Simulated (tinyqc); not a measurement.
Worked calculation: RKS/PBE in the sto-3g basis, for H2O, spin multiplicity 1. One step of it, computed by the program tinyqc.

Problem. Iteration 2: building the Kohn-Sham matrix. J_ij = sum D_kl (ij|kl); F = H + J + V_xc; E = tr D H + tr D J / 2 + E_xc + E_nn.

D after iteration 1:
```
            1O 1s      1O 2s     1O 2px     1O 2py     1O 2pz      2H 1s      3H 1s
1O 1s    2.108320  -0.457466  -0.018927  -0.001645   0.081139   0.004276  -0.058464
1O 2s   -0.457466   1.980989   0.112923  -0.013257  -0.429500  -0.163170   0.170539
1O 2px  -0.018927   0.112923   1.984587   0.049194   0.105199  -0.144065  -0.106189
1O 2py  -0.001645  -0.013257   0.049194   0.896253  -0.298138   0.565760  -0.406406
1O 2pz   0.081139  -0.429500   0.105199  -0.298138   1.439491   0.510196   0.317925
2H 1s    0.004276  -0.163170  -0.144065   0.565760   0.510196   0.754487  -0.137642
3H 1s   -0.058464   0.170539  -0.106189  -0.406406   0.317925  -0.137642   0.243772
```

core Hamiltonian H = T + V (hartree):
```
             1O 1s      1O 2s     1O 2px     1O 2py     1O 2pz      2H 1s      3H 1s
1O 1s   -32.564708  -7.575830   0.000000   0.000000  -0.012076  -1.196979  -1.196979
1O 2s    -7.575830  -9.188796   0.000000   0.000000  -0.147974  -2.822733  -2.822733
1O 2px    0.000000   0.000000  -7.336984   0.000000   0.000000   0.000000   0.000000
1O 2py    0.000000   0.000000   0.000000  -7.462534   0.000000  -1.767111   1.767111
1O 2pz   -0.012076  -0.147974   0.000000   0.000000  -7.385387  -1.132465  -1.132465
2H 1s    -1.196979  -2.822733   0.000000  -1.767111  -1.132465  -4.469320  -0.852928
3H 1s    -1.196979  -2.822733   0.000000   1.767111  -1.132465  -0.852928  -4.469320
```

Two-electron integrals (ij|kl) in chemists' order, unique and non-zero (hartree):
```
(11|11) 4.785065    (21|11) 0.741380    (21|21) 0.136873    (22|11) 1.118947
(22|21) 0.256633    (22|22) 0.817206    (31|31) 0.024477    (32|31) 0.037809
(32|32) 0.180518    (33|11) 1.115814    (33|21) 0.256684    (33|22) 0.817023
(33|33) 0.880159    (41|41) 0.024477    (42|41) 0.037809    (42|42) 0.180518
(43|43) 0.047444    (44|11) 1.115814    (44|21) 0.256684    (44|22) 0.817023
(44|33) 0.785270    (44|44) 0.880159    (51|51) 0.024477    (52|51) 0.037809
(52|52) 0.180518    (53|53) 0.047444    (54|54) 0.047444    (55|11) 1.115814
(55|21) 0.256684    (55|22) 0.817023    (55|33) 0.785270    (55|44) 0.785270
(55|55) 0.880159    (61|11) 0.117568    (61|21) 0.021539    (61|22) 0.040180
(61|33) 0.040102    (61|41) 0.000839    (61|42) 0.001579    (61|44) 0.040277
(61|51) 0.000521    (61|52) 0.000981    (61|54) 0.000109    (61|55) 0.040169
(61|61) 0.003433    (62|11) 0.305048    (62|21) 0.070925    (62|22) 0.252381
(62|33) 0.247949    (62|41) 0.004531    (62|42) 0.035578    (62|44) 0.257366
(62|51) 0.002813    (62|52) 0.022090    (62|54) 0.005847    (62|55) 0.251580
(62|61) 0.011397    (62|62) 0.099008    (63|31) 0.007186    (63|32) 0.042682
(63|43) 0.007263    (63|53) 0.004510    (63|63) 0.013630    (64|11) 0.193517
(64|21) 0.045550    (64|22) 0.173046    (64|33) 0.165316    (64|41) 0.009723
(64|42) 0.065596    (64|44) 0.185952    (64|51) 0.001575    (64|52) 0.014228
(64|54) 0.008303    (64|55) 0.167672    (64|61) 0.007621    (64|62) 0.082504
(64|64) 0.081590    (65|11) 0.120156    (65|21) 0.028282    (65|22) 0.107446
(65|33) 0.102646    (65|41) 0.001575    (65|42) 0.014228    (65|44) 0.106440
(65|51) 0.008164    (65|52) 0.051516    (65|54) 0.009618    (65|55) 0.113128
(65|61) 0.004732    (65|62) 0.051228    (65|64) 0.042197    (65|65) 0.039831
(66|11) 0.465092    (66|21) 0.109875    (66|22) 0.449980    (66|33) 0.432354
(66|41) 0.008575    (66|42) 0.094409    (66|44) 0.470114    (66|51) 0.005324
(66|52) 0.058619    (66|54) 0.023445    (66|55) 0.446911    (66|61) 0.017782
(66|62) 0.228838    (66|64) 0.217605    (66|65) 0.135113    (66|66) 0.774606
(71|11) 0.117568    (71|21) 0.021539    (71|22) 0.040180    (71|33) 0.040102
(71|41) -0.000839   (71|42) -0.001579   (71|44) 0.040277    (71|51) 0.000521
(71|52) 0.000981    (71|54) -0.000109   (71|55) 0.040169    (71|61) 0.003372
(71|62) 0.010983    (71|64) 0.006760    (71|65) 0.004565    (71|66) 0.016970
(71|71) 0.003433    (72|11) 0.305048    (72|21) 0.070925    (72|22) 0.252381
(72|33) 0.247949    (72|41) -0.004531   (72|42) -0.035578   (72|44) 0.257366
(72|51) 0.002813    (72|52) 0.022090    (72|54) -0.005847   (72|55) 0.251580
(72|61) 0.010983    (72|62) 0.076600    (72|64) 0.044695    (72|65) 0.038393
(72|66) 0.140598    (72|71) 0.011397    (72|72) 0.099008    (73|31) 0.007186
(73|32) 0.042682    (73|43) -0.007263   (73|53) 0.004510    (73|63) 0.010079
(73|73) 0.013630    (74|11) -0.193517   (74|21) -0.045550   (74|22) -0.173046
(74|33) -0.165316   (74|41) 0.009723    (74|42) 0.065596    (74|44) -0.185952
(74|51) -0.001575   (74|52) -0.014228   (74|54) 0.008303    (74|55) -0.167672
(74|61) -0.006760   (74|62) -0.044695   (74|64) -0.016581   (74|65) -0.021979
(74|66) -0.075552   (74|71) -0.007621   (74|72) -0.082504   (74|74) 0.081590
(75|11) 0.120156    (75|21) 0.028282    (75|22) 0.107446    (75|33) 0.102646
(75|41) -0.001575   (75|42) -0.014228   (75|44) 0.106440    (75|51) 0.008164
(75|52) 0.051516    (75|54) -0.009618   (75|55) 0.113128    (75|61) 0.004565
(75|62) 0.038393    (75|64) 0.021979    (75|65) 0.029034    (75|66) 0.076501
(75|71) 0.004732    (75|72) 0.051228    (75|74) -0.042197   (75|75) 0.039831
(76|11) 0.085161    (76|21) 0.019964    (76|22) 0.076618    (76|33) 0.075010
(76|44) 0.076817    (76|51) 0.001269    (76|52) 0.011726    (76|55) 0.077943
(76|61) 0.003163    (76|62) 0.028968    (76|64) 0.021090    (76|65) 0.016885
(76|66) 0.068159    (76|71) 0.003163    (76|72) 0.028968    (76|74) -0.021090
(76|75) 0.016885    (76|76) 0.010512    (77|11) 0.465092    (77|21) 0.109875
(77|22) 0.449980    (77|33) 0.432354    (77|41) -0.008575   (77|42) -0.094409
(77|44) 0.470114    (77|51) 0.005324    (77|52) 0.058619    (77|54) -0.023445
(77|55) 0.446911    (77|61) 0.016970    (77|62) 0.140598    (77|64) 0.075552
(77|65) 0.076501    (77|66) 0.278002    (77|71) 0.017782    (77|72) 0.228838
(77|74) -0.217605   (77|75) 0.135113    (77|76) 0.068159    (77|77) 0.774606
```

nuclear repulsion = 7.87502406 hartree

V_xc (hartree):
```
            1O 1s      1O 2s     1O 2px     1O 2py     1O 2pz      2H 1s      3H 1s
1O 1s   -3.002775  -0.416605  -0.000597  -0.000055   0.002348  -0.066571  -0.066645
1O 2s   -0.416605  -0.802070  -0.003767  -0.002656   0.004747  -0.240326  -0.234057
1O 2px  -0.000597  -0.003767  -0.813284  -0.002105  -0.003839  -0.000982  -0.000478
1O 2py  -0.000055  -0.002656  -0.002105  -0.786454   0.010760  -0.167274   0.157842
1O 2pz   0.002348   0.004747  -0.003839   0.010760  -0.798474  -0.104081  -0.100938
2H 1s   -0.066571  -0.240326  -0.000982  -0.167274  -0.104081  -0.471351  -0.066832
3H 1s   -0.066645  -0.234057  -0.000478   0.157842  -0.100938  -0.066832  -0.403097
```

E_xc = sum of w rho eps_xc = -9.28112290 hartree

Give: Coulomb J; Kohn-Sham matrix F; total energy of this density.

Solution.

Coulomb J (hartree):
```
          1O 1s   1O 2s  1O 2px   1O 2py   1O 2pz   2H 1s    3H 1s
1O 1s   17.4553  3.2935  0.0040   0.0041  -0.0070  0.5186   0.5183
1O 2s    3.2935  8.2149  0.0180   0.0461   0.0196  2.5381   2.4998
1O 2px   0.0040  0.0180  8.2188   0.0041   0.0077  0.0050   0.0038
1O 2py   0.0041  0.0461  0.0041   8.1992  -0.0139  1.7538  -1.6913
1O 2pz  -0.0070  0.0196  0.0077  -0.0139   8.2028  1.0898   1.0700
2H 1s    0.5186  2.5381  0.0050   1.7538   1.0898  4.7272   0.7673
3H 1s    0.5183  2.4998  0.0038  -1.6913   1.0700  0.7673   4.4976
```

Kohn-Sham matrix F (hartree):
```
           1O 1s    1O 2s  1O 2px   1O 2py   1O 2pz    2H 1s    3H 1s
1O 1s   -18.1122  -4.6989  0.0034   0.0040  -0.0167  -0.7450  -0.7453
1O 2s    -4.6989  -1.7760  0.0142   0.0435  -0.1237  -0.5250  -0.5570
1O 2px    0.0034   0.0142  0.0685   0.0020   0.0039   0.0040   0.0033
1O 2py    0.0040   0.0435  0.0020  -0.0497  -0.0031  -0.1806   0.2337
1O 2pz   -0.0167  -0.1237  0.0039  -0.0031   0.0189  -0.1468  -0.1634
2H 1s    -0.7450  -0.5250  0.0040  -0.1806  -0.1468  -0.2135  -0.1525
3H 1s    -0.7453  -0.5570  0.0033   0.2337  -0.1634  -0.1525  -0.3749
```

total energy of this density = -74.993253 hartree
